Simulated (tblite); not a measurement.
A tight-binding relaxation on `C[C](F)F` [radical].

Computed with GFN2-xTB geometry optimisation, gas phase (tblite 0.8.0). Start geometry: from a force field or distance geometry. A driver script takes a list of jobs; this job's settings line and coordinates (Å) are shown.

Command:
```bash
OMP_NUM_THREADS=1 python probes_run.py task.json out
```

Input:
```
{"job": {"kind": "relax", "xc": "GFN2-xTB", "basis": "xTB"}, "charge": 0, "multiplicity": 2}
C     -0.641000    -0.150600    -0.007500
C      0.790700     0.184000    -0.013000
F      1.718000    -0.796200     0.204700
F      1.200200     1.461400    -0.191300
H     -1.057500    -0.068600     1.012200
H     -0.813300    -1.168400    -0.369600
H     -1.193700     0.543300    -0.662600
```

Output:
```
step      E/eV     max force
  0    -413.39241    1.349
  1    -413.43219    0.730
  2    -413.46927    0.517
  3    -413.47912    0.337
  4    -413.49100    0.467
  5    -413.49797    0.486
  6    -413.50612    0.378
  7    -413.51492    0.369
  8    -413.52669    0.540
  9    -413.54035    0.550
 10    -413.55401    0.476
 11    -413.56486    0.424
 12    -413.57698    0.382
 13    -413.58857    0.304
 14    -413.59125    0.377
 15    -413.59312    0.083
 16    -413.59379    0.036
 17    -413.59387    0.030
 18    -413.59399    0.029
 19    -413.59405    0.022
 20    -413.59408    0.007
```

«max force» is the largest atomic force in eV/Å.

Q: From which step on does the largest force stay under 0.1 eV/Å, and how much energy is left to gain from there?

A: From step 15 (0.083 eV/Å), 1.0 meV above the end.

In short: energy lowered by 4.7 kcal/mol over 20 steps; largest atomic force 0.007 eV/Å at the end.

Q: Where do the atoms end?

A: 0.126 Å rms from the input after alignment:
```
atom  x, y, z in Å
C1    -0.6470   -0.1532   -0.0433
C2     0.7884    0.1387   -0.2380
F3     1.6843   -0.7001    0.3041
F4     1.2077    1.4014   -0.0651
H5    -0.9435   -0.0423    1.0076
H6    -0.8493   -1.1760   -0.3510
H7    -1.2372    0.5364   -0.6414
```

Hardware: Arm Neoverse V1, one thread, shared host with 32 logical CPUs at a one-minute load of 24. Cost: under 0.1 s.
Labels such as C1 count atoms from 1, the log's own numbers from 0.
